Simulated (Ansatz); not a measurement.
This Ansatz (a program for electronic structure) input (B3LYP/def2-QZVP) gives -537.59083 Eh with 244 basis functions. A basis named .json is the Basis Set Exchange file of that set (core-valence sets with the plain set on hydrogen).

Ansatz 0.2 input:
```yaml
crystal:
  periodic: [false, false, false]
  atoms:
    - {symbol: C, position_ang: [0.09243262, 0.69871992, -0.00992094]}
    - {symbol: C, position_ang: [1.35201846, 1.05337977, -0.01885512]}
    - {symbol: Cl, position_ang: [-0.73221915, -0.76094037, 0.01283470]}
    - {symbol: H, position_ang: [2.15719226, 0.32186446, -0.01136807]}
    - {symbol: H, position_ang: [1.62382678, 2.10152370, -0.03416548]}
basis:
  gaussian:
    orbitals: def2-QZVP.json
hamiltonian:
  xc: {name: B3LYP}
magnetization: {spin_polarized: true, initial_magnetization: 1}
```

Change:
```diff
- orbitals: def2-QZVP.json
+ orbitals: 6-311G__.json
```

**Question.** What does the run give now?

**Answer.** -537.55502 Eh (B3LYP/6-311G**, 75 functions), a change of +35.81 mEh.
